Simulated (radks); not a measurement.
# Cl²⁺ in [Ne] 3s2 3p3: an all-electron calculation

The task here is to estimate one member of a computed series from the others.

Program: radks (a radial shooting solver on a logarithmic mesh, Libxc functionals) version 1. Level of theory: scalar-relativistic Kohn-Sham, revPBE, spin-polarised, spherical densities, point nucleus; open shells are filled with parallel spins first. These are calculated values, not measurements, unless marked.

### Starting point

- element: chlorine (Z = 17)
- charge: +2
- electrons: 15
- configuration: [Ne] 3s2 3p3

Outer shells as boxes (Hund's rule):

Cl²⁺
```
[Ne] core
3s [↑↓]
3p [↑ ][↑ ][↑ ]
```

The first run:

The run's settings:

```text
Z 17
configuration [Ne] 3s2 3p3
relativity scalar-relativistic
functional pbe_r,pbe
spin polarised
nucleus point
c 137.035999084
```

One of the session's tables, all rows but one given; the rest of the session is left out.

It belongs to the step «Radial structure». Sizes of the orbitals, from the radial functions (bohr):

| level | <r> | outermost maximum (interpolated) | 90 % within | nodes |
| --- | --- | --- | --- | --- |
| 1s up | 0.09095 | 0.0595 | 0.162 | 0 |
| 1s down | 0.09093 | 0.0594 | 0.162 | 0 |
| 2s up | 0.4436 | 0.361 | 0.694 | 1 |
| 2s down | 0.4433 | 0.362 | 0.693 | 1 |
| 2p up | 0.4062 | 0.301 | 0.674 | 0 |
| 2p down | ? | ? | ? | ? |
| 3s up | 1.437 | 1.25 | 2.14 | 2 |
| 3s down | 1.450 | 1.25 | 2.17 | 2 |
| 3p up | 1.587 | 1.35 | 2.41 | 1 |
| 3p down | 1.628 | 1.35 | 2.51 | 1 |

**Question.** Estimate the row for 2p down.

**Answer.** <r>: 0.4061; outermost maximum (interpolated): 0.302; 90 % within: 0.674; nodes: 0. In the column «<r>» it lies between 1s up (0.09095) and 2p up (0.4062).

To keep in mind: Open shells are spherical and high-spin; term and fine-structure splittings are not resolved.
